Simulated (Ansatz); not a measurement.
**Match the barriers**

Saddle point of SiNH₇S, closed shell (SiH₄S ([SiH3][SH]) + NH₃ → SiNH₅ ([NH2][SiH3]) + H₂S; bonds formed: Si1–N7, S2–H6; bonds broken: Si1–S2, H6–N7), PBE0-D4/def2-TZVP structure:

Si1  (-0.825, -0.648, 0.131)
S2  (2.014, -0.654, 0.543)
H3  (-0.440, -1.890, -0.558)
H4  (-0.816, -0.532, 1.598)
H5  (-2.252, -0.395, -0.274)
H6  (0.982, 0.581, -0.410)
N7  (-0.078, 0.839, -0.695)
H8  (2.022, 0.101, 1.654)
H9  (-0.232, 0.875, -1.699)
H10  (-0.376, 1.722, -0.290)
(Å)

Computed with Ansatz 0.2.0 (basis: def2-TZVPP, with def2-QZVPP for the basis limit); correlated methods freeze the cores. Extrapolation: Hartree–Fock as exp(−7.88 √X), correlation as X^−2.97. Four methods, as single points on the PBE0-D4 structures, gave these electronic barriers from the start structure: 67.9, 97.4, 112.2, 138.6 kJ/mol.

Problem. The methods were, in alphabetical order, CCSD(T), HF, r2SCAN-D4, SPW92. Which gave which? (Judge from chemistry; the calculation decides.)

Solution. The calculation gives: SPW92 67.9; r2SCAN-D4 97.4; CCSD(T) 112.2; HF 138.6 kJ/mol. For comparison, CCSD(T) at an estimated basis limit (MP2 extrapolated from triple and quadruple zeta, plus CCSD(T) − MP2 in triple zeta) gives 108.9 kJ/mol.

T1 diagnostic: at most 0.011.

Labels in which every atom is bracketed show which atoms are joined, not bond orders.

For scale, one of the runs: CCSD(T)/def2-TZVPP, 213 basis functions, launched by `ansatz run in.yaml --threads 4 --pin off --events-out ev --progress --plain --max-ram 9574MiB`. The run took 34 s on 4 CPU threads of an Arm Neoverse V1 (shared host), with 2.8 GiB of host memory at its peak.
